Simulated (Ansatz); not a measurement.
A nudged elastic band was laid between two geometries of C$_{2}$H$_{6}$N (9 atoms, charge -1, multiplicity 1).

The calculation used RKS r2SCAN-D4/def2-SVP (Ansatz 0.2.0).

```yaml
movable_images: 5
climbing_image: yes
spring: 5.0 eV/Å²
optimiser: quadratic models (default)
start_path: through a guess of the saddle point
force_threshold: 0.03 eV/Å
iteration_limit: 60
end_points: relaxed
```

Initial state:

```xyz
9
Properties=species:S:1:pos:R:3
C -0.205 0.801 -0.779
N 0.481 -0.407 -0.671
C 0.316 -0.895 0.624
H -1.343 0.765 -0.566
H -0.120 1.258 -1.794
H 0.118 1.641 -0.050
H -0.774 -1.086 0.965
H 0.840 -1.867 0.790
H 0.687 -0.210 1.481
```

Final state:

```xyz
9
Properties=species:S:1:pos:R:3
C -0.146 0.815 -0.777
N -0.205 -0.574 -0.690
C 0.099 -0.947 0.618
H -0.856 1.403 -0.076
H -0.380 1.195 -1.801
H 0.868 1.303 -0.506
H 0.073 -2.053 0.769
H 1.136 -0.621 1.016
H -0.589 -0.521 1.446
```

**Question.** Which bonds break or form, and what moves?

**Answer.** No bond is made or broken. The dihedral C1–N2–C3–H7 goes from 59 to -180°. The two ends are copies of one structure, up to a mirror image or an exchange of like atoms.

**Question.** What energy profile does the band end with?

**Answer.** It converged. The highest image is number 3 of 0 to 6, 0.263 eV above the ends, which have the same energy within 2 meV. A vibrational analysis at the climbing image gives one clearly imaginary mode, 365i cm⁻¹: a first-order saddle point. Limits of this set-up: an anion without diffuse functions, the dipole of an ion depends on the origin.

```csv
image,path coordinate (Å),energy (eV),dihedral C1–N2–C3–H7 (°)
0,0.00,0.000,59
1,0.49,0.060,77
2,0.98,0.190,98
3,1.47,0.263,120
4,1.97,0.190,142
5,2.46,0.061,162
6,2.95,0.000,-180
```

**Question.** What is the geometry of the highest image?

**Answer.** 
```xyz
9
Properties=species:S:1:pos:R:3:forces:R:3
C -0.168 0.848 -0.777 0.00 -0.01 -0.01
N 0.116 -0.513 -0.701 0.00 0.00 0.01
C 0.194 -0.964 0.626 0.01 -0.01 -0.01
H -1.159 1.227 -0.308 0.00 0.00 0.00
H -0.234 1.198 -1.836 0.00 0.00 0.00
H 0.583 1.593 -0.297 0.00 0.00 0.00
H -0.545 -1.783 0.922 0.00 0.00 0.00
H 1.189 -1.427 0.943 -0.01 0.00 0.00
H 0.023 -0.179 1.428 0.00 0.00 0.00
```

**Question.** What are the harmonic wavenumbers there?

**Answer.** 365i, 229, 426, 983, 1092, 1105, 1135, 1174, 1290, 1373, 1395, 1399, 1432, 1454, 1503, 2298, 2437, 2509, 2639, 2696, 2891 cm⁻¹.

Time of the run: 86 s on 1 thread of Arm Neoverse V1, with other jobs on the host, peak memory 0.13 GiB.
